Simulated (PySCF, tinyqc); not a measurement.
Inside a calculation. Method: RHF in the sto-3g basis, for BH, spin multiplicity 1. The lowest restricted solution is unstable here: a spin-polarised one lies 0.0728 hartree lower (PySCF). One step of it, computed by the program tinyqc.

Question. Iteration 2: DIIS coefficients. Solve [B -1; -1 0][c; lambda] = [0; -1] for the coefficients, which sum to one.

B (overlaps of the stored error matrices):
```
[[3.6635357e+01, 1.9920251e+01],
 [1.9920251e+01, 1.0894014e+01]]
```

Give: DIIS coefficients.

Answer.

DIIS coefficients: [-1.1739, 2.1739]
